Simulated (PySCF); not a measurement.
## Curvature of the energy in the electron number along the second row

Calculated with PySCF 2.14, in x2c-TZVPall, spin-free X2C: one orbital is emptied in steps, and each cell gives the departure of E from the straight line at half an electron, in eV (from a cubic fit). The exact functional gives zero.

```
species   orbital    LDA    PBE  r2SCAN   PBE0  BHandHLYP  LC-wPBE  wB97X   UHF
      B  2p alpha  -1.18  -1.16   -1.05  -0.83      -0.52    -0.14  -0.20  0.14
      C  2p alpha  -1.44  -1.40   -1.28  -0.98      -0.58    -0.26  -0.32  0.26
      N  2p alpha  -1.70  -1.65   -1.48  -1.14      -0.64    -0.42  -0.48  0.37
      F   2p beta  -1.96  -1.88   -1.68  -1.25      -0.65    -0.57  -0.59  0.62
```

Q: How does the mean departure depend on the functional?

A: LDA -1.57 eV; PBE -1.52 eV; r2SCAN -1.37 eV; PBE0 -1.05 eV; BHandHLYP -0.60 eV; LC-wPBE -0.35 eV; wB97X -0.40 eV; UHF 0.35 eV. Semilocal functionals are convex (delocalisation error), Hartree-Fock is concave or straight, and exact exchange removes curvature roughly in proportion to its share, so among the functionals the range-separated hybrids usually come closest to zero.
